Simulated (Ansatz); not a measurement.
C4H6OS, SMILES `C#COCCS`. Charge 0, multiplicity 1. Geometry: relaxed with PBE0-D4/def2-TZVP. It is one conformer, not always the lowest.

```xyz
12

C    -1.044   -1.073   -2.330
C    -0.994   -1.134   -1.133
O    -0.959   -1.217    0.156
C     0.158   -0.550    0.779
C     0.004    0.951    0.711
S     1.365    1.796    1.545
H    -1.105   -1.035   -3.390
H     0.158   -0.900    1.810
H     1.079   -0.877    0.288
H    -0.078    1.289   -0.322
H    -0.901    1.260    1.237
H     2.317    1.491    0.648
```

Question: What is the dipole moment at r2SCAN/def2-TZVPP? (An estimate is asked.)

Answer: Ansatz gave: 0.97 D, with components (0.92, 0.31, -0.02) D in this frame, pointing from negative to positive charge.

Question: And with PBE, B3LYP, ωB97M-V? (Best estimate.)

Answer: The calculation gave: PBE 0.96 D, B3LYP 1.01 D, ωB97M-V 1.03 D.

Question: Give the Mulliken charges with r2SCAN, B3LYP, ωB97M-V in def2-TZVPP. (Best estimate.)

Answer: The calculation gave: 
```json
{"atom": "C1", "r2SCAN": "-0.34", "B3LYP": "-0.22", "ωB97M-V": "-0.26"}
{"atom": "C2", "r2SCAN": "0.10", "B3LYP": "-0.04", "ωB97M-V": "0.04"}
{"atom": "O3", "r2SCAN": "-0.27", "B3LYP": "-0.26", "ωB97M-V": "-0.26"}
{"atom": "C4", "r2SCAN": "0.10", "B3LYP": "0.02", "ωB97M-V": "-0.06"}
{"atom": "C5", "r2SCAN": "-0.03", "B3LYP": "-0.12", "ωB97M-V": "-0.19"}
{"atom": "S6", "r2SCAN": "-0.19", "B3LYP": "-0.17", "ωB97M-V": "-0.15"}
{"atom": "H7", "r2SCAN": "0.25", "B3LYP": "0.26", "ωB97M-V": "0.25"}
{"atom": "H8", "r2SCAN": "0.07", "B3LYP": "0.11", "ωB97M-V": "0.14"}
{"atom": "H9", "r2SCAN": "0.06", "B3LYP": "0.09", "ωB97M-V": "0.12"}
{"atom": "H10", "r2SCAN": "0.08", "B3LYP": "0.12", "ωB97M-V": "0.14"}
{"atom": "H11", "r2SCAN": "0.07", "B3LYP": "0.10", "ωB97M-V": "0.13"}
{"atom": "H12", "r2SCAN": "0.09", "B3LYP": "0.10", "ωB97M-V": "0.11"}
```

B3LYP here is the variant with VWN-RPA as its local correlation; programs differ in this.
